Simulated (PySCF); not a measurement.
Saddle point of CH₄AlCl, closed shell (CH₄AlCl ([CH3][AlH][Cl]) → AlCl + CH₄; bonds formed: C2–H3; bonds broken: Al1–C2, Al1–H3), PBE0-D4/def2-TZVP structure:

```csv
atom,x (Å),y (Å),z (Å)
Al1,-0.8206,-1.2411,0.1275
C2,0.2339,0.6287,-0.2485
H3,-1.1151,-0.1646,-0.9795
Cl4,0.2844,-1.9160,1.7817
H5,1.2403,0.2202,-0.4067
H6,0.1446,1.0946,0.7406
H7,0.0326,1.3783,-1.0152
```

Energies are electronic, without zero-point energy. Barriers and step energies count from the start structure reached by relaxing down the imaginary mode; all methods use the PBE0-D4 structures, on which another method's saddle can fall below an end. Program: PySCF 2.14 with density fitting (its default auxiliary sets; JK sets also for MP2 and CCSD(T)). Basis: def2-TZVPP, with def2-QZVPP for the basis limit. Cores are frozen in the correlated methods. B3LYP uses VWN-RPA correlation. Extrapolation: Hartree–Fock as exp(−7.88 √X), correlation as X^−2.97.

```json
{"method": "SPW92", "barrier (kJ/mol)": "288.0", "step energy (kJ/mol)": "55.9"}
{"method": "PBE-D4", "barrier (kJ/mol)": "299.6", "step energy (kJ/mol)": "39.8"}
{"method": "r2SCAN-D4", "barrier (kJ/mol)": "322.5", "step energy (kJ/mol)": "64.0"}
{"method": "PBE0-D4", "barrier (kJ/mol)": "329.0", "step energy (kJ/mol)": "48.6"}
{"method": "B3LYP-D4", "barrier (kJ/mol)": "?", "step energy (kJ/mol)": "36.4"}
{"method": "BHLYP-D4", "barrier (kJ/mol)": "366.5", "step energy (kJ/mol)": "44.4"}
{"method": "wB97M-V", "barrier (kJ/mol)": "347.9", "step energy (kJ/mol)": "40.7"}
{"method": "HF", "barrier (kJ/mol)": "?", "step energy (kJ/mol)": "41.9"}
{"method": "MP2", "barrier (kJ/mol)": "?", "step energy (kJ/mol)": "55.1"}
{"method": "CCSD", "barrier (kJ/mol)": "355.4", "step energy (kJ/mol)": "42.3"}
{"method": "CCSD(T)", "barrier (kJ/mol)": "340.8", "step energy (kJ/mol)": "43.5"}
```

(1) Fill in the withheld barriers. (Judge from chemistry; the value comes from the calculation.)

The T1 diagnostic stays at or below 0.016. The restricted Hartree–Fock reference is unstable towards an unrestricted one at one or more of these structures. A large double-excitation amplitude points to some diradical character; no triplet was computed. The end structure is not quite a true minimum (one mode of 32i cm⁻¹).

## Answers

(1) By the calculation: MP2 351.1; B3LYP-D4 332.4; HF 417.5 kJ/mol. Each is the energy of the saddle less that of the start structure, by the same method.

For comparison, the barrier by CCSD(T) at an estimated basis limit (MP2 extrapolated from triple and quadruple zeta, plus CCSD(T) − MP2 in triple zeta) is 338.7 kJ/mol.

Labels in which every atom is bracketed show which atoms are joined, not bond orders.

For scale, one of the runs: CCSD(T)/def2-TZVPP, 171 basis functions, launched by `OMP_NUM_THREADS=4 python run.py`. Time: 78 s of wall clock on 4 CPU threads of an INTEL XEON PLATINUM 8581C; the host was shared. Peak host memory: 1.2 GiB.
